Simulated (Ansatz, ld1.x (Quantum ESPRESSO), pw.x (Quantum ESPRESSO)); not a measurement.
# pw.x on fcc H: one setting changed

Potential: norm-conserving Troullier–Martins (Kleinman–Bylander form), ld1.x (Quantum ESPRESSO) 7.5, PBEsol; core none, reference 1s1; waves: 2p channel at -0.05 Ry: rc 1.18 bohr; 1s (bound): rc 1.30 bohr; local part: the s channel; core correction: none.

The reference run (k-mesh 18³, cutoffs 45/180 Ry, Fermi–Dirac 0.01 Ry, mixing_beta 0.4, conv_thr 1e-9, no spin) gives 0.60 GPa at 2.917 Å³/atom, where all-electron LAPW gives -0.10 GPa. This run, with its own iteration cap, changes mixing_beta to 0.7.

```
&control
  calculation='scf', prefix='x', pseudo_dir='./', outdir='./tmp', tstress=.true., disk_io='none'
/
&system
  ibrav=0, nat=1, ntyp=1, ecutwfc=45, ecutrho=180, nbnd=7,
  occupations='smearing', smearing='fd', degauss=0.01
/
&electrons
  conv_thr=1e-09, mixing_beta=0.7, electron_maxstep=50
/
ATOMIC_SPECIES
H 1.0 H.UPF
CELL_PARAMETERS angstrom
  0.00000000 1.13405855 1.13405855
  1.13405855 0.00000000 1.13405855
  1.13405855 1.13405855 0.00000000
ATOMIC_POSITIONS crystal
H 0.0000 0.0000 0.0000
K_POINTS automatic
18 18 18 0 0 0
```

```bash
pw.x < H.scf.in > H.scf.out
```

**Question.** How does the run end?

**Answer.** It converges in 3 iterations; the free energy moves by +0.0 meV/atom and the pressure by +0.00 GPa. The result is that of the reference run.

```
Message from routine setup:
     using ibrav=0 with symmetry is DISCOURAGED, use correct ibrav instead
     lattice parameter (alat)  =       3.0307  a.u.
     unit-cell volume          =      19.6849 (a.u.)^3
     number of electrons       =         1.00
     number of Kohn-Sham states=            7
     kinetic-energy cutoff     =      45.0000  Ry
     charge density cutoff     =     180.0000  Ry
     scf convergence threshold =      1.0E-09
     Exchange-correlation= PBESOL
     number of k points=   195  Fermi-Dirac smearing, width (Ry)=  0.0100
     iteration #  1     ecut=    45.00 Ry     beta= 0.70
     total energy              =      -1.06997743 Ry
     estimated scf accuracy    <       0.00000826 Ry
     iteration #  2     ecut=    45.00 Ry     beta= 0.70
     total energy              =      -1.06997796 Ry
     estimated scf accuracy    <       0.00000081 Ry
     iteration #  3     ecut=    45.00 Ry     beta= 0.70
     the Fermi energy is     4.0500 ev
!    total energy              =      -1.06997796 Ry
     estimated scf accuracy    <          1.7E-11 Ry
     smearing contrib. (-TS)   =      -0.00044568 Ry
     The total energy is F=E-TS. E is the sum of the following terms:
     one-electron contribution =       0.64723669 Ry
     hartree contribution      =       0.01640583 Ry
     xc contribution           =      -0.66347492 Ry
     ewald contribution        =      -1.06969988 Ry
     convergence has been achieved in   3 iterations
          total   stress  (Ry/bohr**3)                   (kbar)     P=        6.01
     Message from routine punch:
     Nothing written, as per user request (disk_io='none')
```

The run took about 1.1 s on one core of a shared host (Neoverse-V1, 64 threads, 495 GiB, load 44).
